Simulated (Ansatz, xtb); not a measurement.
# Two isomers of C4H5O−

Structure a: `C=CC(=C)[O-]`, a singlet. Structure b: `C=C/C=C\[O-]`, a singlet. Both are isolated ions in the gas phase, relaxed with PBE-D3(BJ)/def2-SVPD; the shapes shown needn't be the lowest conformers.

a (Å):

| atom | x (Å) | y (Å) | z (Å) |
| --- | --- | --- | --- |
| C | -1.1859 | 1.0888 | -1.3832 |
| C | -1.7392 | 0.4736 | -0.3131 |
| C | -0.9314 | -0.1074 | 0.8214 |
| C | -1.7066 | -0.6994 | 1.8301 |
| O | 0.3456 | -0.0163 | 0.7727 |
| H | -0.0878 | 1.1715 | -1.4314 |
| H | -1.7940 | 1.5064 | -2.2011 |
| H | -2.8390 | 0.3802 | -0.2451 |
| H | -1.2267 | -1.1573 | 2.7089 |
| H | -2.8056 | -0.7194 | 1.7666 |

b (Å):

```xyz
10

C    -2.8279    1.3452   -0.3173
C    -1.7230    0.5269   -0.2865
C    -1.1033   -0.1101    0.8309
C     0.0402   -0.9375    0.7410
O     0.7147   -1.2692   -0.2784
H    -3.1996    1.7717   -1.2613
H    -3.3822    1.6047    0.6007
H    -1.2226    0.3145   -1.2505
H    -1.5286    0.0398    1.8398
H     0.3721   -1.3455    1.7523
```

Quicker runs give these differences E(b) − E(a): GFN2-xTB −0.579 eV; HF/STO-3G −0.914 eV (at GFN2-xTB geometries); r2SCAN-D4/def2-SVPD −0.411 eV (at GFN2-xTB geometries).

Question: Estimate E(b) − E(a) at the level CCSD(T)/def2-SVPD + ΔMP2/def2-TZVPPD.

Answer: Calculated at CCSD(T)/def2-SVPD + ΔMP2/def2-TZVPPD: E(b) − E(a) = −0.238 eV, so structure b lies lower.

Level by level:

```csv
level,geometry,E(b) − E(a) (eV),departure from the last row (eV),"job, with rough time for the two"
GFN2-xTB,GFN2-xTB,−0.579,−0.341,"optimisation, 0.08 s"
HF/STO-3G,GFN2-xTB,−0.914,−0.676,"single point, 0.16 s"
r2SCAN-D4/def2-SVPD,GFN2-xTB,−0.411,−0.173,"single point, 2.4 s"
PBE-D3(BJ)/def2-SVPD,PBE-D3(BJ)/def2-SVPD,−0.436,−0.199,"optimisation, 9.3 s"
HF/def2-SVPD,PBE-D3(BJ)/def2-SVPD,−0.344,−0.106,part of the CCSD(T) run
MP2/def2-SVPD,PBE-D3(BJ)/def2-SVPD,−0.310,−0.072,part of the CCSD(T) run
CCSD(T)/def2-SVPD,PBE-D3(BJ)/def2-SVPD,−0.263,−0.025,single point
CCSD(T)/def2-SVPD + ΔMP2/def2-TZVPPD,PBE-D3(BJ)/def2-SVPD,−0.238,,"single point, 44 s"
```

As drawn, both hold the same kinds of bond in the same numbers.

The levels shown agree on the order. The largest departure from CCSD(T)/def2-SVPD + ΔMP2/def2-TZVPPD is that of HF/STO-3G, 0.676 eV. The last row adds to CCSD(T) the change of the MP2 difference between the two basis sets, here +0.025 eV.

With thermal terms from frequencies at re-optimised GFN2-xTB minima (ideal gas, soft modes damped towards free rotors, one conformer each, 298.15 K, 1 atm): on the last row, ΔE + ΔZPE = −0.222, ΔH = −0.227, ΔG = −0.216 eV.

The correlated steps freeze 5 core orbitals. Codes used: Ansatz 0.2.0, xtb 6.7.1; the last row on 4 threads of Arm Neoverse V2 on a shared host.
